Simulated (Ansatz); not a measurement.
Z-matrix (Å, degrees):
```
S
S 1 1.810
```

Charge 1, multiplicity 2.

Task: List the CAM-B3LYP/def2-TZVPP orbital energies in eV (the Gaussian-basis code of Ansatz). (An estimate is asked.)

Result: Ansatz gave: α occupied: -2430.16, -2430.16, -227.98, -227.98, -172.56, -172.56, -172.49, -172.49, -172.47, -172.43, -33.69, -26.68, -20.44, -20.15, -19.49, -15.73. α empty: -10.85, -5.32, -1.12, -0.16, -0.10, 0.79, 0.81, 1.30. β occupied: -2430.05, -2430.05, -227.89, -227.88, -172.50, -172.50, -172.42, -172.38, -172.17, -172.17, -33.32, -25.74, -20.07, -19.35, -18.64. β empty: -10.61, -9.77, -5.06, -1.03, -0.06, 0.37, 1.31, 1.34. ⟨S²⟩ = 0.757.
